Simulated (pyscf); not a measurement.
Single points on ωB97X-D3(BJ)/def2-SVP structures (PySCF, gas phase).

Task: Estimate by transition-state theory the rate constant of [Cl–Al–Cl]• (SMILES [Cl][Al][Cl]) + H₂ (SMILES [H][H]) -> Cl–AlH–Cl (SMILES [Cl][AlH][Cl]) + H• (SMILES [H]) (doublet surface; H–H broken, Al–H formed) at 1200 K, with ωB97M-D3(BJ)/def2-TZVP energies (ideal gas, 1 atm, RRHO with modes under 100 cm⁻¹ raised to 100, one conformer, R ln 2 for chiral ones without a mode under 150 cm⁻¹; no tunnelling).

Result: The electronic barrier is 23.3 kcal/mol and the thermal terms add +26.0, so ΔG‡ = 49.2 kcal/mol. With k_BT/h = 2.50e+13 s⁻¹ and RT = 2.385 kcal/mol, and a volume of 1.64e-19 cm³ per molecule at 1 atm, k = 4.4e-15 cm³ molecule⁻¹ s⁻¹. Wigner's tunnelling factor for 807i cm⁻¹ would be 1.04. A shift of 1 kcal/mol in the barrier changes k by a factor 1.5. One saddle was located; it need not be the lowest between these sides. The angle at the transferred H is 180°.
